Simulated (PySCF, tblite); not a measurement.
# Complex of hydronium and 2 × water

A gas-phase complex of hydronium and 2 × water; charge +1, singlet. The structure comes from a short search (6 tight-binding starts) and was relaxed by PBE0-D3(BJ)/def2-SVPD; another way of binding may lie lower. No frequency run checks that it is a minimum.

Parts: 1 = hydronium ([OH3+]), atoms 1–4, charge +1; 2 = water (O), atoms 5–7; 3 = water (O), atoms 8–10.

Coordinates in Å:
```
O1     -0.243   -0.339   -0.036
H2     -0.605   -1.233   -0.075
H3     -0.967    0.408    0.049
H4      0.573   -0.183   -0.671
O5     -1.935    1.433    0.261
H6     -2.084    1.862    1.111
H7     -2.556    1.795   -0.380
O8      1.741    0.021   -1.457
H9      1.799    0.090   -2.416
H10     2.628    0.090   -1.087
```

| contact | kind (by geometry) | distance (Å) | angle (°) |
| --- | --- | --- | --- |
| H4···O8 | hydrogen bond | 1.423 | 176 |
| H3···O5 | hydrogen bond | 1.426 | 176 |

Deforming the relaxed parts to their shape here costs 5.2 kcal/mol, which the interaction energies leave out.

Interaction energies are complex less parts, with the parts frozen as they stand in it; counterpoise-corrected, in kcal/mol (PySCF).

How strongly do the parts interact, level by level?


| level | interaction | superposition error removed |
| --- | --- | --- |
| wB97M-D3(BJ)/def2-TZVPD | -62.91 | -0.28 |
| PBE0-D3(BJ)/def2-TZVPD | -65.97 | -0.31 |

What holds them together? Decompose the wB97M-D3(BJ)/def2-TZVPD energy: frozen parts, their antisymmetrised product, then relaxation.

electrostatic -66.1, Pauli repulsion +58.6, orbital relaxation -53.9, dispersion correction -1.8 kcal/mol, which sum to the value before the counterpoise correction; the Pauli term holds the exchange-correlation of the frozen density too. Of the attraction, 54 % is electrostatic, 44 % is orbital relaxation, 1 % is dispersion correction.

Are the pair energies additive?

The pairs sum to -69.80 kcal/mol (1–2 -35.3, 1–3 -35.5, 2–3 1.0); the rest of +6.89 is a many-body weakening.

The parts were also relaxed and run alone, at the levels used for the complex: shieldings by PBE0/pcSseg-2.

Values alone: O1–H4 bond (Å): 0.980; shielding of H4 (ppm): 23.87; shielding of O8 (ppm): 328.9; shielding of H3 (ppm): 23.87; shielding of O5 (ppm): 328.9.

How do these values change when the complex forms?


| property | alone | in the complex | change |
| --- | --- | --- | --- |
| O1–H4 bond (Å) | 0.980 | 1.045 | +0.065 |
| shielding of H4 (ppm) | 23.87 | 14.98 | -8.89 |
| shielding of O8 (ppm) | 328.9 | 306.3 | -22.5 |
| shielding of H3 (ppm) | 23.87 | 15.05 | -8.83 |
| shielding of O5 (ppm) | 328.9 | 306.5 | -22.4 |

Density functionals tend to overstate the lengthening and the red shift of so strongly bound an X–H bond.
